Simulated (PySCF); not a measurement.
Lewis adducts of Al(H)3. All species are isolated molecules in the gas phase. One relaxed conformer stands for each flexible species; it need not be the lowest. Strings in code marks are SMILES.

The four lowest singlet excitations (Tamm–Dancoff). Calculation: B3LYP-D3(BJ)/def2-TZVP // B3LYP-D3(BJ)/def2-SVP run with PySCF 2.14.0. B3LYP has the VWN-RPA correlation part, as in Gaussian. Excitations are Tamm–Dancoff values on a coarser integration grid. The basis has no diffuse functions, so Rydberg states are missing or too high.

```
state  energy (eV)  wavelength (nm)  oscillator strength
-----  -----------  ---------------  -------------------
S1            4.56              272                0.000
S2            4.64              267                0.009
S3            4.64              267                0.009
S4            5.03              246                0.187
```

Problem. Identify which member gives these states.
A) `CO`
B) [Al(H)3(NCH)]
C) `COC`
D) `C#N`

Solution. B, [Al(H)3(NCH)]
